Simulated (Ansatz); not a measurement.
# C₁₀H₈: how energies converge with the basis set

One table from this session's results is given with a row withheld; the runs are named, their logs left out.

Computed with Ansatz 0.2.0, Gaussian basis. Level: one geometry, several basis sets.

Plan: PBE0-D4/def2-SVP; ωB97M-V/def2-SVP; PBE0-D4/def2-QZVPP; ωB97M-V/def2-QZVPP; the functionals' def2-TZVPP values are taken from earlier runs.

### The relaxed structure

All runs share one geometry, relaxed beforehand with PBE0-D4 in a triple-zeta def2 set.

SMILES `c1ccc2cccc-2cc1`, 18 atoms, charge 0, spin multiplicity 1.

Atoms are counted from 1 here; the program's logs count them from 0.

Bond lengths: C1–C2 1.389 Å, C1–C10 1.389 Å, C1–H11 1.087 Å, C2–C3 1.389 Å, C2–H12 1.085 Å, C3–C4 1.383 Å, C3–H13 1.088 Å, C4–C5 1.397 Å, C4–C8 1.487 Å, C5–C6 1.396 Å, C5–H14 1.081 Å, C6–C7 1.396 Å, C6–H15 1.082 Å, C7–C8 1.397 Å, C7–H16 1.081 Å, C8–C9 1.383 Å, C9–C10 1.389 Å, C9–H17 1.088 Å and more. Angles: C2–C1–C10 129.9°, C2–C1–H11 115.0°, C10–C1–H11 115.0°, C1–C2–C3 128.6°, C1–C2–H12 115.6°, C3–C2–H12 115.7°, C2–C3–C4 129.0°, C2–C3–H13 115.8°, C4–C3–H13 115.2°, C3–C4–C5 125.9°, C3–C4–C8 127.5°, C5–C4–C8 106.6°, C4–C5–C6 108.4°, C4–C5–H14 125.2°, C6–C5–H14 126.4°, C5–C6–C7 109.9°, C5–C6–H15 125.0°, C7–C6–H15 125.0° and more.

The first run:

in.yaml

```yaml
crystal:
  periodic: [false, false, false]
  atoms:
    - {symbol: C, position_ang: [1.374058, -1.914205, 0.601942]}
    - {symbol: C, position_ang: [1.801179, -1.210430, -0.516739]}
    - {symbol: C, position_ang: [1.234449, -0.085445, -1.101485]}
    - {symbol: C, position_ang: [0.105765, 0.617383, -0.720725]}
    - {symbol: C, position_ang: [-0.410136, 1.747882, -1.359940]}
    - {symbol: C, position_ang: [-1.553841, 2.159861, -0.672622]}
    - {symbol: C, position_ang: [-1.790366, 1.309546, 0.409603]}
    - {symbol: C, position_ang: [-0.791581, 0.332406, 0.429742]}
    - {symbol: C, position_ang: [-0.678428, -0.692893, 1.351060]}
    - {symbol: C, position_ang: [0.282027, -1.692800, 1.431171]}
    - {symbol: H, position_ang: [1.988644, -2.769373, 0.869479]}
    - {symbol: H, position_ang: [2.696871, -1.590793, -0.997111]}
    - {symbol: H, position_ang: [1.745262, 0.300131, -1.980958]}
    - {symbol: H, position_ang: [0.014232, 2.214653, -2.237642]}
    - {symbol: H, position_ang: [-2.166057, 3.011714, -0.939130]}
    - {symbol: H, position_ang: [-2.603248, 1.383394, 1.118189]}
    - {symbol: H, position_ang: [-1.450755, -0.714804, 2.116633]}
    - {symbol: H, position_ang: [0.164324, -2.394925, 2.250234]}
basis:
  gaussian: {orbitals: def2-SVP}
hamiltonian: {xc: pbe0, dispersion: d4}
output: {orbitals: {seedname: orbitals}}
```

Command:

```console
$ ansatz run in.yaml --threads 2 --pin off --events-out ev --progress --plain --max-ram 22528MiB --backend cpu
```

Among the steps run: PBE0-D4 in def2-SVP; ωB97M-V in def2-SVP; PBE0-D4 in def2-QZVPP; ωB97M-V in def2-QZVPP.

One table of the session follows, with a row left open; its other results are not shown here.

It belongs to the step «Functionals by basis». 

| functional | basis | HOMO (eV) | LUMO (eV) |
| --- | --- | --- | --- |
| PBE0-D4 | def2-SVP | -5.68 | -2.01 |
| PBE0-D4 | def2-TZVPP | -5.72 | -2.08 |
| PBE0-D4 | def2-QZVPP | -5.74 | -2.11 |
| ωB97M-V | def2-SVP | ? | ? |
| ωB97M-V | def2-TZVPP | -7.54 | -0.25 |
| ωB97M-V | def2-QZVPP | -7.55 | -0.29 |

**Question.** Estimate the row for ωB97M-V, def2-SVP.

**Answer.** HOMO (eV): -7.50; LUMO (eV): -0.14. In the column «HOMO (eV)» it lies between ωB97M-V, def2-TZVPP (-7.54) and PBE0-D4, def2-QZVPP (-5.74).
